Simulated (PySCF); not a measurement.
Species: C3H5FO2.
SMILES: `CO[C@]1(F)CO1`

Vertical excitations from PySCF (density fitting, frozen core in the response, grid level 2 and gas phase unless stated; continuum runs use non-equilibrium linear response for the excitations) on a GFN2-xTB geometry. Reference run:

```json
{"settings": "PBE0/def2-SVPD, full TDDFT, 6 singlets", "S1, eV (f)": "8.28 (0.003)", "S2, eV (f)": "8.50 (0.005)", "S3, eV (f)": "8.62 (0.020)", "S4, eV (f)": "8.72 (0.019)", "S5, eV (f)": "8.90 (0.009)", "S6, eV (f)": "8.95 (0.017)", "T1, eV (Tamm–Dancoff)": "7.97", "mean α (au)": "44.1"}
```

What do these settings give: (1) BLYP/def2-SVP, fitting basis def2-qzvpp-jkfit, level shift 0.3 Eh, full TDDFT, 12 singlets; (2) KT2/def2-SVPD, IEF-PCM dichloromethane, start guess atom, full TDDFT, 12 singlets?

```tsv
settings	S1, eV (f)	S2, eV (f)	S3, eV (f)	S4, eV (f)	S5, eV (f)	S6, eV (f)	T1, eV (Tamm–Dancoff)	mean α (au)
BLYP/def2-SVP, fitting basis def2-qzvpp-jkfit, level shift 0.3 Eh, full TDDFT, 12 singlets	7.87 (0.008)	8.14 (0.002)	8.29 (0.004)	8.36 (0.020)	8.56 (0.007)	8.74 (0.025)	7.66	37.4
KT2/def2-SVPD, IEF-PCM dichloromethane, start guess atom, full TDDFT, 12 singlets	7.36 (0.002)	7.73 (0.018)	7.81 (0.006)	7.96 (0.003)	8.02 (0.021)	8.28 (0.007)	7.22	57.1
```

(1) S1 moves by -0.41 eV; functional and basis change together, so the shift can't be laid on one. (2) S1 moves by -0.92 eV; functional and environment change together, so the shift can't be laid on one. States are counted by energy in each run and needn't keep their character from row to row.

KT2 was designed for NMR shieldings or shifts; total energies of different functionals aren't comparable.

Give the leading configurations of S1 (H = HOMO, L = LUMO) and the HOMO–LUMO gap of each run.

```json
{"settings": "PBE0/def2-SVPD, full TDDFT, 6 singlets", "S1 configurations (weight)": "H→L 0.91", "S1 (eV)": "8.28", "orbital gap (eV)": "9.49", "S1 − gap (eV)": "-1.21"}
{"settings": "BLYP/def2-SVP, fitting basis def2-qzvpp-jkfit, level shift 0.3 Eh, full TDDFT, 12 singlets", "S1 configurations (weight)": "H→L 0.97", "S1 (eV)": "7.87", "orbital gap (eV)": "7.80", "S1 − gap (eV)": "+0.07"}
{"settings": "KT2/def2-SVPD, IEF-PCM dichloromethane, start guess atom, full TDDFT, 12 singlets", "S1 configurations (weight)": "H→L 0.99", "S1 (eV)": "7.36", "orbital gap (eV)": "7.35", "S1 − gap (eV)": "+0.01"}
```

One conformer (not necessarily the lowest) at the GFN2-xTB geometry, without vibrations or thermal averaging.

Conformer computed: `[CH3:1][O:2][C@:3]1([F:4])[CH2:5][O:6]1`: C1–O2–C3–F4 -69°.
